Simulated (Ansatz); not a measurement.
Solid bromine was calculated with PBE-D4 (Ansatz, a quantum-chemistry and plane-wave program, PAW).

Numerical settings: plane-wave cutoff 520 eV, 10×10×4 k mesh (along the axes of the cell as run), Fermi–Dirac smearing 0.01 eV, scalar-relativistic PAW data made under PBE.

Computed at the level's own relaxed cell.

**Question.** What does this level give for the bulk modulus B0, lattice constant a, lattice parameter b, smallest direct gap on the k points sampled and band gap?

**Answer.** 
* **bulk modulus B0**: 11.5 GPa
* **lattice constant a**: 6.939 Å
* **lattice parameter b**: 4.143 Å
* **smallest direct gap on the k points sampled**: 1.37 eV
* **band gap**: 1.31 eV (indirect)

Note: the bulk modulus comes from volumes at which shape and atoms were relaxed.

Spin–orbit coupling is not included.

The computed numbers hold no vibrational or temperature effects.
